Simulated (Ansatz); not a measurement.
## AlH (SMILES [AlH]): from total energies to a heat of formation

The species is AlH (2 atoms), meant as a singlet with charge 0. As SMILES, `[AlH]`. Geometry: relaxed at PBE0-D4/def2-TZVP.

```xyz
2

Al    0.0000    0.0000   -0.0256
H     0.0000    0.0000    1.6391
```

Total energies at BLYP/cc-pVTZ (Ansatz 0.2.0); the atoms run unrestricted:

```
species    state  energy (Eh)
    AlH  singlet  -242.987108
     Al  doublet  -242.375168
      H  doublet    -0.497555
```

Harmonic wavenumbers at PBE0-D4/def2-TZVP, in cm⁻¹: 1648.

Measured heats of formation of the gaseous atoms at 298.15 K, in kJ/mol: Al 329.7, H 218.0. Spin-orbit lowering of the atoms at 298 K (mean of the ground term's levels less their thermal mean, from spectra), in kJ/mol: Al 0.17. Take 1 Eh = 2625.50 kJ/mol, 1 cm⁻¹ = 0.0119627 kJ/mol, RT = 2.479 kJ/mol.

Work out the heat of formation of the gas at 298 K.


1. Electronic atomisation energy: (-242.375168) + (-0.497555) − (-242.987108) = 0.114385 Eh = 300.3 kJ/mol.
2. Zero-point energy: half the sum of the wavenumbers, 824 cm⁻¹ = 9.9 kJ/mol.
3. Thermal vibrational enthalpy, Σ hcν̃/(exp(hcν̃/kT) − 1): 0.0 kJ/mol. Translation, rotation and pV of a linear molecule: 3.5 RT = 8.7 kJ/mol.
4. The 2 free atoms carry 5/2 RT each: 12.4 kJ/mol.
5. Spin-orbit coupling lowers the free atoms by 0.17 = 0.2 kJ/mol.
6. Atomisation enthalpy at 298 K: 300.3 − 0.2 − 9.9 − 0.0 − 8.7 + 12.4 = 293.9 kJ/mol.
7. Sum of the atoms' heats of formation: 547.7 kJ/mol. Heat of formation: 547.7 − 293.9 = +253.8 kJ/mol.

No measured value is set beside it here. Anharmonicity and any spin-orbit splitting of the molecule are left out.
